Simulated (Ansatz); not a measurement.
## Molecular dynamics of CH$_{6}$BN

The input (input.yaml):

```yaml
crystal:
  periodic: [false, false, false]
  atoms:
    - { symbol: B, position_ang: [0.239149, 1.043374, -0.444667] }
    - { symbol: C, position_ang: [0.304808, -0.458859, -0.088657] }
    - { symbol: "N", position_ang: [-0.531808, -1.071197, 0.732637] }
    - { symbol: H, position_ang: [1.370933, 1.508919, -0.307907] }
    - { symbol: H, position_ang: [-0.652126, 1.622271, 0.164964] }
    - { symbol: H, position_ang: [0.086629, 1.034744, -1.673898] }
    - { symbol: H, position_ang: [1.047624, -1.151091, -0.51791] }
    - { symbol: H, position_ang: [-0.518581, -2.070791, 0.942495] }
    - { symbol: H, position_ang: [-1.25813, -0.503671, 1.175743] }
basis:
  gaussian: { orbitals: "6-31G*" }
hamiltonian:
  xc: pbe
  dispersion: d4
md:
  timestep: 0.25
  n_steps: 100
  ensemble: nvt_nose_hoover
  temperature: 500.0
  initial_velocities: maxwell_boltzmann
  seed: 67355
scf:
  lower_state_search: "off"
```

Run as:

```bash
$ ansatz run input.yaml --threads 1 --pin off --max-ram 2048MiB --backend cpu --events-out ev --progress --plain --runs-dir out
```

It starts from a relaxed structure.

Output, in part (one step line in 2, the closing report, with atoms numbered from 0):

```
md step     0: t =     0.00 fs  T =   500.0 K  F+E_penalty+E_count = -3295.41198440 eV  E_kin = 0.452410 eV  conserved = -3294.95957440 eV  (17 SCF iters)
md step     2: t =     0.50 fs  T =   488.8 K  F+E_penalty+E_count = -3295.40173225 eV  E_kin = 0.442240 eV  conserved = -3294.95949234 eV  (21 SCF iters)
md step     4: t =     1.00 fs  T =   458.3 K  F+E_penalty+E_count = -3295.37402232 eV  E_kin = 0.414674 eV  conserved = -3294.95934880 eV  (21 SCF iters)
md step     6: t =     1.50 fs  T =   417.9 K  F+E_penalty+E_count = -3295.33730120 eV  E_kin = 0.378100 eV  conserved = -3294.95920380 eV  (22 SCF iters)
md step     8: t =     2.00 fs  T =   377.1 K  F+E_penalty+E_count = -3295.30034031 eV  E_kin = 0.341243 eV  conserved = -3294.95910466 eV  (22 SCF iters)
md step    10: t =     2.50 fs  T =   342.9 K  F+E_penalty+E_count = -3295.26928798 eV  E_kin = 0.310232 eV  conserved = -3294.95907203 eV  (22 SCF iters)
md step    12: t =     3.00 fs  T =   317.5 K  F+E_penalty+E_count = -3295.24631241 eV  E_kin = 0.287242 eV  conserved = -3294.95909945 eV  (22 SCF iters)
md step    14: t =     3.50 fs  T =   299.2 K  F+E_penalty+E_count = -3295.22988222 eV  E_kin = 0.270762 eV  conserved = -3294.95916551 eV  (22 SCF iters)
md step    16: t =     4.00 fs  T =   283.9 K  F+E_penalty+E_count = -3295.21604725 eV  E_kin = 0.256868 eV  conserved = -3294.95924536 eV  (22 SCF iters)
md step    18: t =     4.50 fs  T =   266.1 K  F+E_penalty+E_count = -3295.20001249 eV  E_kin = 0.240789 eV  conserved = -3294.95931536 eV  (22 SCF iters)
md step    20: t =     5.00 fs  T =   241.5 K  F+E_penalty+E_count = -3295.17772962 eV  E_kin = 0.218501 eV  conserved = -3294.95934915 eV  (22 SCF iters)
md step    22: t =     5.50 fs  T =   208.2 K  F+E_penalty+E_count = -3295.14759064 eV  E_kin = 0.188423 eV  conserved = -3294.95931926 eV  (22 SCF iters)
md step    24: t =     6.00 fs  T =   169.1 K  F+E_penalty+E_count = -3295.11202447 eV  E_kin = 0.152992 eV  conserved = -3294.95921459 eV  (22 SCF iters)
md step    26: t =     6.50 fs  T =   131.6 K  F+E_penalty+E_count = -3295.07794964 eV  E_kin = 0.119094 eV  conserved = -3294.95906653 eV  (22 SCF iters)
md step    28: t =     7.00 fs  T =   106.0 K  F+E_penalty+E_count = -3295.05462543 eV  E_kin = 0.095908 eV  conserved = -3294.95895440 eV  (22 SCF iters)
md step    30: t =     7.50 fs  T =    99.6 K  F+E_penalty+E_count = -3295.04883010 eV  E_kin = 0.090135 eV  conserved = -3294.95895924 eV  (22 SCF iters)
md step    32: t =     8.00 fs  T =   112.0 K  F+E_penalty+E_count = -3295.06017617 eV  E_kin = 0.101379 eV  conserved = -3294.95909217 eV  (22 SCF iters)
md step    34: t =     8.50 fs  T =   134.4 K  F+E_penalty+E_count = -3295.08054987 eV  E_kin = 0.121610 eV  conserved = -3294.95927599 eV  (22 SCF iters)
md step    36: t =     9.00 fs  T =   154.3 K  F+E_penalty+E_count = -3295.09866842 eV  E_kin = 0.139653 eV  conserved = -3294.95940461 eV  (22 SCF iters)
md step    38: t =     9.50 fs  T =   162.9 K  F+E_penalty+E_count = -3295.10640075 eV  E_kin = 0.147436 eV  conserved = -3294.95941738 eV  (22 SCF iters)
md step    40: t =    10.00 fs  T =   158.9 K  F+E_penalty+E_count = -3295.10253482 eV  E_kin = 0.143732 eV  conserved = -3294.95932545 eV  (22 SCF iters)
md step    42: t =    10.50 fs  T =   147.8 K  F+E_penalty+E_count = -3295.09229482 eV  E_kin = 0.133699 eV  conserved = -3294.95918876 eV  (23 SCF iters)
md step    44: t =    11.00 fs  T =   138.6 K  F+E_penalty+E_count = -3295.08381140 eV  E_kin = 0.125399 eV  conserved = -3294.95907554 eV  (23 SCF iters)
md step    46: t =    11.50 fs  T =   138.9 K  F+E_penalty+E_count = -3295.08397303 eV  E_kin = 0.125681 eV  conserved = -3294.95902797 eV  (23 SCF iters)
md step    48: t =    12.00 fs  T =   152.0 K  F+E_penalty+E_count = -3295.09577497 eV  E_kin = 0.137543 eV  conserved = -3294.95904868 eV  (23 SCF iters)
md step    50: t =    12.50 fs  T =   176.6 K  F+E_penalty+E_count = -3295.11800789 eV  E_kin = 0.159808 eV  conserved = -3294.95911303 eV  (23 SCF iters)
md step    52: t =    13.00 fs  T =   208.3 K  F+E_penalty+E_count = -3295.14665046 eV  E_kin = 0.188490 eV  conserved = -3294.95919230 eV  (23 SCF iters)
md step    54: t =    13.50 fs  T =   241.5 K  F+E_penalty+E_count = -3295.17662876 eV  E_kin = 0.218538 eV  conserved = -3294.95926855 eV  (22 SCF iters)
md step    56: t =    14.00 fs  T =   270.8 K  F+E_penalty+E_count = -3295.20303613 eV  E_kin = 0.245052 eV  conserved = -3294.95933318 eV  (22 SCF iters)
md step    58: t =    14.50 fs  T =   291.8 K  F+E_penalty+E_count = -3295.22183933 eV  E_kin = 0.264008 eV  conserved = -3294.95937560 eV  (22 SCF iters)
md step    60: t =    15.00 fs  T =   301.7 K  F+E_penalty+E_count = -3295.23064607 eV  E_kin = 0.273025 eV  conserved = -3294.95937649 eV  (22 SCF iters)
md step    62: t =    15.50 fs  T =   301.2 K  F+E_penalty+E_count = -3295.22985807 eV  E_kin = 0.272517 eV  conserved = -3294.95931690 eV  (22 SCF iters)
md step    64: t =    16.00 fs  T =   294.7 K  F+E_penalty+E_count = -3295.22363974 eV  E_kin = 0.266636 eV  conserved = -3294.95920269 eV  (22 SCF iters)
md step    66: t =    16.50 fs  T =   290.3 K  F+E_penalty+E_count = -3295.21929741 eV  E_kin = 0.262636 eV  conserved = -3294.95908466 eV  (22 SCF iters)
md step    68: t =    17.00 fs  T =   295.8 K  F+E_penalty+E_count = -3295.22406372 eV  E_kin = 0.267676 eV  conserved = -3294.95904077 eV  (22 SCF iters)
md step    70: t =    17.50 fs  T =   314.2 K  F+E_penalty+E_count = -3295.24049530 eV  E_kin = 0.284277 eV  conserved = -3294.95911582 eV  (22 SCF iters)
md step    72: t =    18.00 fs  T =   340.2 K  F+E_penalty+E_count = -3295.26393387 eV  E_kin = 0.307826 eV  conserved = -3294.95927447 eV  (21 SCF iters)
md step    74: t =    18.50 fs  T =   363.2 K  F+E_penalty+E_count = -3295.28462249 eV  E_kin = 0.328661 eV  conserved = -3294.95942350 eV  (22 SCF iters)
md step    76: t =    19.00 fs  T =   373.0 K  F+E_penalty+E_count = -3295.29320445 eV  E_kin = 0.337499 eV  conserved = -3294.95948224 eV  (22 SCF iters)
md step    78: t =    19.50 fs  T =   365.0 K  F+E_penalty+E_count = -3295.28561052 eV  E_kin = 0.330275 eV  conserved = -3294.95943159 eV  (22 SCF iters)
md step    80: t =    20.00 fs  T =   342.0 K  F+E_penalty+E_count = -3295.26438363 eV  E_kin = 0.309479 eV  conserved = -3294.95931171 eV  (22 SCF iters)
md step    82: t =    20.50 fs  T =   311.6 K  F+E_penalty+E_count = -3295.23643900 eV  E_kin = 0.281951 eV  conserved = -3294.95918637 eV  (22 SCF iters)
md step    84: t =    21.00 fs  T =   282.0 K  F+E_penalty+E_count = -3295.20929765 eV  E_kin = 0.255161 eV  conserved = -3294.95910446 eV  (22 SCF iters)
md step    86: t =    21.50 fs  T =   258.8 K  F+E_penalty+E_count = -3295.18806890 eV  E_kin = 0.234207 eV  conserved = -3294.95908136 eV  (22 SCF iters)
md step    88: t =    22.00 fs  T =   244.0 K  F+E_penalty+E_count = -3295.17438078 eV  E_kin = 0.220735 eV  conserved = -3294.95910413 eV  (22 SCF iters)
md step    90: t =    22.50 fs  T =   236.0 K  F+E_penalty+E_count = -3295.16701560 eV  E_kin = 0.213558 eV  conserved = -3294.95915071 eV  (22 SCF iters)
md step    92: t =    23.00 fs  T =   232.0 K  F+E_penalty+E_count = -3295.16319045 eV  E_kin = 0.209913 eV  conserved = -3294.95920452 eV  (22 SCF iters)
md step    94: t =    23.50 fs  T =   228.3 K  F+E_penalty+E_count = -3295.15964456 eV  E_kin = 0.206554 eV  conserved = -3294.95925419 eV  (22 SCF iters)
md step    96: t =    24.00 fs  T =   221.7 K  F+E_penalty+E_count = -3295.15346301 eV  E_kin = 0.200578 eV  conserved = -3294.95928555 eV  (22 SCF iters)
md step    98: t =    24.50 fs  T =   210.4 K  F+E_penalty+E_count = -3295.14304657 eV  E_kin = 0.190404 eV  conserved = -3294.95927729 eV  (22 SCF iters)
md step   100: t =    25.00 fs  T =   195.7 K  F+E_penalty+E_count = -3295.12938751 eV  E_kin = 0.177035 eV  conserved = -3294.95921211 eV  (22 SCF iters)
Total energy: -3295.12941268 eV, -121.0937723972 hartree
Atom 0 at     0.267584     1.051620    -0.453725 Å, force    -0.727668     0.094218    -0.481221 eV/Å
Atom 1 at     0.249864    -0.418706    -0.098589 Å, force     0.188290    -1.473963     0.011451 eV/Å
Atom 2 at    -0.516946    -1.104744     0.760039 Å, force    -0.778135     2.783005    -0.549762 eV/Å
Atom 3 at     1.381209     1.484742    -0.197416 Å, force     0.107576     0.039945     0.201238 eV/Å
Atom 4 at    -0.707468     1.568060     0.080552 Å, force     0.142622     0.501473    -0.147782 eV/Å
Atom 5 at     0.346256     0.976809    -1.712458 Å, force    -0.303998     0.281180     0.419217 eV/Å
Atom 6 at     0.882753    -1.091421    -0.692096 Å, force     0.556800    -0.288160     0.331647 eV/Å
Atom 7 at    -0.364319    -2.068208     0.986955 Å, force    -0.312587    -0.810981     0.148178 eV/Å
Atom 8 at    -1.318841    -0.530316     1.152667 Å, force     1.127100    -1.126718     0.067035 eV/Å
Dipole moment:    -0.225382    -1.002856     0.450540 e Å
```

The run went to its last step. The conserved energy stayed within 0.071 meV per atom of its start (net change 0.04 meV per atom), so the integration is sound. The mean temperature of the second half is 44 % below the set value. A run of 0.025 ps of so small a system gives no equilibrium averages.

The same pairs are bonded in the first frame and the last. Pairs count as bonded within 1.25 times the sum of covalent radii (0.12 Å more for H–H).

Last frame:

```xyz
9
Properties=species:S:1:pos:R:3
B 0.268 1.052 -0.454
C 0.250 -0.419 -0.099
N -0.517 -1.105 0.760
H 1.381 1.485 -0.197
H -0.708 1.568 0.081
H 0.346 0.977 -1.712
H 0.883 -1.091 -0.692
H -0.364 -2.068 0.987
H -1.319 -0.530 1.153
```

Time of the run: 3 min on 1 thread of Intel(R) Xeon(R) Processor @ 2.50GHz (Skylake/Cascade Lake), with other jobs on the host, peak memory 0.095 GiB.
